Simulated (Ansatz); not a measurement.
Results of r²SCAN+rVV10 (Ansatz, a first-principles code, plane waves, PAW) for rock-salt ZrC.

Input:

Ansatz 0.2 input:
```yaml
crystal:
  lattice:
    - [0.0, 2.3515922261, 2.3515922261]
    - [2.3515922261, 0.0, 2.3515922261]
    - [2.3515922261, 2.3515922261, 0.0]
  atoms:
    - { symbol: Zr, position: [0.0, 0.0, 0.0] }
    - { symbol: C, position: [0.5, 0.5, 0.5] }
basis:
  ecutwfc: 560
  ecutrho_ratio: 4
  xc_grid: 3
kpoints:
  mp_grid: { grid: [20, 20, 20] }
hamiltonian:
  xc: r2scan
  dispersion: rvv10
  pseudopotentials: { kind: paw }
scf:
  occupations: { method: fermi_dirac, width: 0.05 }
  convergence: { dr2_threshold: 0.0000000002 }
output:
  forces: true
  stress: true
  eigenvalues: true
```

From the output:

```
Crystal: 2 atoms, lattice volume = 26.009 Å³
Basis set: ecut = 560 eV, 749 PW (Γ), exchange–correlation on 81×81×81 points (27 copies of the dense FFT grid, shifted against one another)
Bands: 12, of which v1, the nominal top of the filled ones, is band 8 counted from 1 (7 counted from 0)
Symmetry: 48 space group operations
Space group: Fm-3m (ITA 225), of the structure as read, at distance tolerance 3.0e-5 Å
k-points: 256 of 8000
Functional: x = r2scan, c = r2scan + rvv10(b = 11.95, C = 0.0093); τ floored in thin density (d = 2e-4 eV/Å³)
SCF iter   1: F=—  HF=-4447.117189 eV  |F-HF|=—  |Δ(HF+E_count)|=         —  Δρ=1.07e-2  dr2=3.80e-2  dr2_τ=1.15e-1
SCF iter   2: F=—  HF=-4447.162606 eV  |F-HF|=—  |Δ(HF+E_count)|=   4.54e-2  Δρ=6.45e-3  dr2=1.11e-2  dr2_τ=4.94e-4
  ...
SCF iter   8: F=—  HF=-4447.161922 eV  |F-HF|=—  |Δ(HF+E_count)|=   3.72e-7  Δρ=3.55e-6  dr2=4.62e-9  dr2_τ=1.22e-10
SCF iter   9: F=-4447.161922 eV  HF=-4447.161922 eV  |F-HF|=9.09e-13  |Δ(HF+E_count)|=   1.15e-9  Δρ=1.81e-7  dr2=4.65e-12  dr2_τ=2.78e-12
SCF 1 converged in 9 iterations: F = -4447.161922 eV  dr2 = 4.65e-12
SCF converged after 9 iterations
Free energy (F): -4447.161922 eV
Internal energy: -4447.159896 eV  (E = F + TS)
E sigma→0 (E₀):  -4447.160909 eV
Fermi energy:    14.878034 eV
--- Forces (eV/Å), atoms counted from 1 ---
  atom   1  Zr    -0.00000000     0.00000000     0.00000000
  atom   2  C      0.00000000    -0.00000000    -0.00000000
--- Stress (GPa, compression-positive) ---
       -0.000081       0.000000       0.000000
       -0.000000      -0.000081      -0.000000
        0.000000      -0.000000      -0.000081
  P = ⅓ Tr σ = -0.0001 GPa (-0.001 kbar)
```

The PAW data were made under PBE.
